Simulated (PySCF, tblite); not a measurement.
**C4H10N+: geometry, infrared bands, NMR shifts and spin-spin couplings**

Aim: predict the infrared bands, NMR shifts and spin-spin couplings of C4H10N+ (`[NH3+]CC1CC1`).

Computed with tblite 0.8.0 and PySCF 2.14.0, with density-fitted response routines of our own, on a single molecule in the gas phase. Atoms are numbered from 0 throughout.

## (1) The starting structure

15 atoms, charge 1, multiplicity 1; geometry from: force field or distance geometry start.

Bonds of the start (Å): N0–C1 1.44, C1–C2 1.53, C2–C3 1.47, C3–C4 1.50, C4–C2 1.52, N0–H5 1.06, N0–H6 1.04, N0–H7 1.06, C1–H8 1.11, C1–H9 1.11, C2–H10 1.11, C3–H11 1.12, C3–H12 1.13, C4–H13 1.10, C4–H14 1.13.

## (2) Relaxing the molecule with GFN2-xTB

What the job is given:

```
{"job": {"kind": "relax", "xc": "GFN2-xTB", "basis": "xTB"}, "charge": 1, "multiplicity": 1}
N     -1.810800    -0.260300     0.352000
C     -0.864300     0.593400    -0.308500
C      0.430900    -0.146200    -0.659800
C      1.268800    -0.778500     0.372000
C      1.683400     0.555900    -0.175400
H     -2.759200     0.213100     0.322800
H     -1.849000    -1.225300    -0.039700
H     -1.585200    -0.374200     1.382800
H     -1.329500     0.993000    -1.236400
H     -0.627700     1.457700     0.341400
H      0.414100    -0.559000    -1.686500
H      1.893100    -1.674900     0.107600
H      0.979100    -0.741800     1.462400
H      2.604400     0.519300    -0.782700
H      1.547400     1.435900     0.526100
```

Run with:

```sh
OMP_NUM_THREADS=1 python probes_run.py task.json out
```

One launch serves the whole session: the jobs run in the order shown.

**Question.** This job is followed by: GFN2-xTB harmonic vibrations, gas phase; GIAO PBE0/pcSseg-1 NMR shielding, non-relativistic, gas phase; B3LYP/pcJ-1 indirect spin-spin coupling, non-relativistic, gas phase. What will the session give for the following? strongest single infrared mode (GFN2-xTB); zero-point energy (GFN2-xTB); ¹³C shifts against TMS (PBE0/pcSseg-1, means over atoms taken as alike); ¹H shifts against TMS (PBE0/pcSseg-1, means over atoms taken as alike); ¹⁵N shifts against NH3 (PBE0/pcSseg-1); largest coupling of the table (B3LYP/pcJ-1).

**Answer**, as computed:

| quantity | value |
| --- | --- |
| strongest single infrared mode (GFN2-xTB) | 1360 cm⁻¹, 205 km/mol |
| zero-point energy (GFN2-xTB) | 86.0 kcal/mol |
| ¹³C shifts against TMS (PBE0/pcSseg-1, means over atoms taken as alike) | 55.6, 12.4, 7.4 ppm |
| ¹H shifts against TMS (PBE0/pcSseg-1, means over atoms taken as alike) | 5.00, 3.44, 1.44, 1.25, 0.70 ppm |
| ¹⁵N shifts against NH3 (PBE0/pcSseg-1) | 64.1 ppm |
| largest coupling of the table (B3LYP/pcJ-1) | ¹J(C,H) C3–H11, 178.4 Hz |

What this shows: Relaxing lowered the energy by 0.480 eV in 83 steps; the close pair that moved most is N0–C1, from 1.436 to 1.506 Å. No mode is imaginary among the 39: a minimum at this level. The strongest single mode, at 1360 cm⁻¹, is spread over several atoms, H7, H5, H6, N0 among them. GFN2-xTB is a fitted tight-binding method: band positions and strengths are rough. Its intensities can rank the bands wrongly. C1 (sp3 CH2 bonded to N) lies farthest downfield among carbon, at 55.6 ppm; pulled downfield by the heteroatom. At PBE0/pcSseg-1: Shielding is most anisotropic at C2 (span 76 ppm, paramagnetic term -79 ppm). In the run at B3LYP/pcJ-1, the largest coupling of the table is C3–H11 (mean over like pairs), 178.4 Hz, of which the Fermi-contact term gives 177.1 Hz. Couplings across rotatable bonds belong to this one conformer; where others are populated, the observed values are averages, and the simulated multiplets take (2 J gauche + J anti)/3 across rotating chain bonds.
